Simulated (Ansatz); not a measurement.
**BSiHF (quartet): from Hartree-Fock to the top rungs, def2-QZVPP**

The task here is to estimate one member of a computed series from the others.

Program: Ansatz 0.2.0, Gaussian basis. Level of theory: def2-QZVPP, core rule «outside noble gas», up to 7 orbitals frozen. These are calculated values, not measurements.

Plan: UHF; ROHF; CCSD(T) on UHF.

### The geometry

The geometry is a PBE0/def2-TZVP stationary point (not a proven minimum).

4 atoms, charge 0, spin multiplicity 4.

Atoms are counted from 1 here; the program's logs count them from 0.

Bond lengths: B1–Si2 1.844 Å, Si2–F3 1.594 Å, Si2–H4 1.480 Å. Angles: B1–Si2–F3 125.8°, B1–Si2–H4 130.2°, F3–Si2–H4 104.0°.

The first run:

in.yaml reads:

```yaml
crystal:
  periodic: [false, false, false]
  atoms:
    - {symbol: B, position_ang: [0.000000, -0.501036, 1.797314]}
    - {symbol: Si, position_ang: [0.000000, 0.361580, 0.166961]}
    - {symbol: F, position_ang: [0.000000, -0.345292, -1.261620]}
    - {symbol: H, position_ang: [0.000000, 1.807190, -0.149981]}
basis:
  gaussian: {orbitals: "def2-QZVPP.json"}
magnetization: {spin_polarized: true, initial_magnetization: 3}
hamiltonian: {xc: hf}
output: {orbitals: {seedname: orbitals}}
```

Started as:

```
ansatz run in.yaml --threads 1 --pin off --events-out ev --progress --plain --max-ram 2393MiB
```

Steps of the session up to this table: UHF; ROHF; CCSD(T) on UHF.

One of the session's tables, all rows but one given; the rest of the session is left out.

It belongs to the step «Misses and costs». 

```
  method  from UCCSD(T) (meV)
    ROHF             +12800.7
     UHF                    ?
    UMP2               +989.8
   UCCSD               +461.3
UCCSD(T)                    0
```

Q: Estimate the row for UHF from the others.

**Answer.** from UCCSD(T) (meV): +12753.2. In the column «from UCCSD(T) (meV)» it lies between UMP2 (+989.8) and ROHF (+12800.7).
